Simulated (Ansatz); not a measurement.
The cluster NaF₂⁻. The state is a quintet with charge -1. Geometry r2SCAN-D4/def2-TZVPD; atoms count from 1.

```tsv
atom	x (Å)	y (Å)	z (Å)
Na1	0.000	0.001	0.000
F2	-3.235	-1.196	2.206
F3	3.235	1.195	-2.206
```

The highest occupied level of the charge -1 quintet lies above zero (up to 0.88 eV). The electron is either unbound and held by the finite basis, or the level is raised by self-interaction error. In the quintet geometry the species has come apart into loosely held pieces. At PBE0-D4/def2-TZVPD a singlet of charge -1 lies 10.67 eV below the quintet, each at its own geometry. The structure comes from a short search, and lower isomers may exist.

Estimate the Mulliken populations from the PBE0/def2-TZVPD orbitals of Ansatz.


| atom | charge (e) | spin (α − β) |
| --- | --- | --- |
| Na1 | -1.03 | 2.03 |
| F2 | 0.01 | 0.99 |
| F3 | 0.01 | 0.99 |
Mulliken values depend strongly on the basis. With diffuse functions, as here, like atoms can get unlike values, and bond orders can come out too low or too high.

Where does the spin sit?

Summed by element: Na 2.03, F 1.97, of 4 unpaired in all. Largest on single atoms: Na1 2.03, F2 0.99, F3 0.99.
